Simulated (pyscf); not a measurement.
Cl–GeH(Cl)–Cl (SMILES [Cl][GeH]([Cl])[Cl]) + H₂ (SMILES [H][H]) -> Cl–GeH₂–Cl (SMILES [Cl][GeH2][Cl]) + HCl (SMILES Cl) (four-centre exchange; singlet surface; Cl–Ge, H–H broken, Ge–H, Cl–H formed). PySCF, gas phase, ωB97X-D3(BJ)/def2-SVP geometries. Energies in kcal/mol from the separated reactants.

```csv
level,barrier,reaction energy
ωB97X-D3(BJ)/def2-TZVP,60.1,+14.7
PBE/def2-TZVP,(withheld),+12.2
r²SCAN/def2-TZVP,(withheld),(withheld)
PBE0-D3(BJ)/def2-TZVP,54.1,+12.5
M06-2X/def2-TZVP,59.7,+15.8
ωB97M-D3(BJ)/def2-TZVP,58.8,+11.7
```

Complete the blanks.


- PBE/def2-TZVP, barrier: 50.6
- r²SCAN/def2-TZVP, barrier: 54.2
- r²SCAN/def2-TZVP, reaction energy: +13.7

The functionals in the table span 9.5 kcal/mol in this barrier, from PBE to ωB97X-D3(BJ). This is the saddle that the search found; another between the same sides may lie lower. Elements up to Kr have no core potential and no relativistic terms here.
